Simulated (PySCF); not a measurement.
Compound: 1,3-dithiane, C4H8S2.
Cartesian coordinates in Å at the PBE0-D3(BJ)/def2-SVP level; atoms count from 1:
```xyz
14
C4H8S2 angstrom
C     -1.2588    0.0662   -0.1748
C     -0.5655   -1.2631    0.0880
S      0.9625   -1.5093   -0.8594
C      1.8695   -0.0589   -0.2721
S      1.0912    1.5332   -0.6331
C     -0.4583    1.2795    0.2767
H     -2.2205    0.0665    0.3683
H     -1.4876    0.1556   -1.2492
H     -0.3468   -1.3829    1.1639
H     -1.2147   -2.1020   -0.2040
H      2.8408   -0.0617   -0.7872
H      2.0592   -0.1476    0.8109
H     -1.0327    2.2038    0.1148
H     -0.2374    1.2212    1.3573
```

Computed with PySCF at CAM-B3LYP/def2-SVPD, non-relativistic, on one gas-phase PBE0-D3(BJ)/def2-SVP geometry that isn't relaxed in the solvent. The solvent is an IEF-PCM continuum (Bondi radii, 1.10 Å for H, scaled by 1.2), and excitations are vertical TDDFT with non-equilibrium linear response and a frozen core. Specific hydrogen bonds and non-electrostatic terms are outside this model.

```json
{"run": "gas", "E − E(gas) (kJ/mol)": "0.00", "HOMO (eV)": "-7.62", "HOMO–LUMO gap (eV)": "8.63", "dipole (D)": "2.27", "lowest singlet (eV)": "5.22", "static polarisability (au)": "86.2"}
{"run": "P", "E − E(gas) (kJ/mol)": "-10.29", "HOMO (eV)": "-7.64", "HOMO–LUMO gap (eV)": "8.70", "dipole (D)": "2.70", "lowest singlet (eV)": "5.25", "static polarisability (au)": "100.7"}
{"run": "Q", "E − E(gas) (kJ/mol)": "-19.47", "HOMO (eV)": "-7.69", "HOMO–LUMO gap (eV)": "8.76", "dipole (D)": "3.14", "lowest singlet (eV)": "5.30", "static polarisability (au)": "115.9"}
```

Question: The runs were made in benzene and tetrahydrofuran. Which run belongs to which solvent?

Answer: P = benzene, Q = tetrahydrofuran. The dielectric constants are 2.271 (benzene), 7.426 (tetrahydrofuran), and the energy falls further as ε rises. The optical constants n² used for the excitations are 2.25, 1.97 in the same order. In this model the ground state sees the solvent through ε alone.

Question: How constant is the ratio of the lowering to (ε − 1)/(2ε + 1)?

Answer: 
```json
{"solvent": "benzene", "(ε − 1)/(2ε + 1)": "0.229", "E − E(gas) (kJ/mol)": "-10.29", "ratio (kJ/mol)": "-44.9", "polarisation term (kJ/mol)": "-11.13"}
{"solvent": "tetrahydrofuran", "(ε − 1)/(2ε + 1)": "0.405", "E − E(gas) (kJ/mol)": "-19.47", "ratio (kJ/mol)": "-48.0", "polarisation term (kJ/mol)": "-22.71"}
```

The ratio changes by +7.0 % in size from benzene to tetrahydrofuran. The polarisation term is half the interaction of the solute with the induced surface charges.
